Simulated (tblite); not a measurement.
Compound: C5H11O (doublet state).
Bonds: C1–C2, C2–O3, O3–C4, C4–C5, C4–C6. Hydrogens: H7, H8, H9 on C1; H10, H11 on C2; H12, H13, H14 on C5; H15, H16, H17 on C6.

The geometry is computed with GFN2-xTB (gas phase). This method treats the open shell by occupation alone, without spin polarisation.

Some entries are withheld. Bonds in one row agree within 0.01 Å.

```csv
coordinate,value
C1–C2,?
C2–O3,?
O3–C4,?
"C4–C5, C4–C6",1.491 Å
"C1–H7, C1–H8, C1–H9",1.087 Å
"C2–H10, C2–H11",1.096 Å
C5–H12 and 3 like bonds,1.089 Å
"C5–H14, C6–H17",1.097 Å
C1–C2–O3,112.4°
C2–O3–C4,?
O3–C4–C5,?
O3–C4–C6,?
C5–C4–C6,?
```

Question: Estimate the withheld lengths and angles.

Answer: 
- C1–C2 = 1.528 Å, drawn single (ends: carbon bonded to C and 3 H; carbon bonded to C, O and 2 H); 0.01 Å above the sum of covalent radii, 1.52 Å.
- C2–O3 = 1.407 Å, drawn single (ends: carbon bonded to C, O and 2 H; oxygen bonded to 2 C); 0.01 Å below the sum of covalent radii, 1.42 Å.
- O3–C4 = 1.383 Å, drawn single (ends: oxygen bonded to 2 C; carbon bonded to 2 C and O); 0.01 Å below the sum of covalent radii, 1.39 Å.
- C2–O3–C4 = 118.3°, at the oxygen bonded to 2 C; the outer atoms are 2.395 Å apart.
- O3–C4–C5 = 121.3°, at the carbon bonded to 2 C and O; the outer atoms are 2.507 Å apart.
- O3–C4–C6 = 112.9°, at the carbon bonded to 2 C and O; the outer atoms are 2.394 Å apart.
- C5–C4–C6 = 119.8°, at the carbon bonded to 2 C and O; the outer atoms are 2.580 Å apart.

Radii are Cordero's, carbon taken as 0.76, 0.73 or 0.69 Å for four, three, and two or fewer neighbours.

Its GFN2-xTB frequencies are all real (lowest 59 cm⁻¹). Torsions: C1–C2–O3–C4 71°, C2–O3–C4–C5 37°. 2 starts were optimised and ended at 0.00 and 0.48 kcal/mol (GFN2-xTB); the lowest of these is shown.

One conformer stands for the species.
